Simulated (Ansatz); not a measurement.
## Sodium, bcc: convergence with Gaussian smearing

Computed with Ansatz, r²SCAN, scalar-relativistic PAW, on the relaxed cell (a = 4.225 Å; spin not included). Errors count from a run at 500 eV on a Γ-centred 17×17×17 mesh with Fermi-Dirac smearing of 0.1 eV, extrapolated to zero width. Fixed here: cutoff 500 eV, mesh 11×11×11. The SCF starts from atomic densities corrected by a trained network.

| width (eV) | E(σ→0) error (meV/atom) | F error (meV/atom) | P (GPa) | SCF iterations |
| --- | --- | --- | --- | --- |
| 0.01 | -2.9 | -3.0 | -0.02 | 6 |
| 0.03 | -3.1 | -3.3 | -0.02 | 6 |
| 0.1 | -3.5 | -4.3 | -0.02 | 6 |
| 0.2 | -3.2 | -6.9 | -0.01 | 6 |
| 0.3 | -2.6 | -11.8 | 0.00 | 6 |
| 0.6 | -0.6 | -41.3 | 0.08 | 6 |
| 1.0 | -1.5 | -113.6 | 0.24 | 6 |
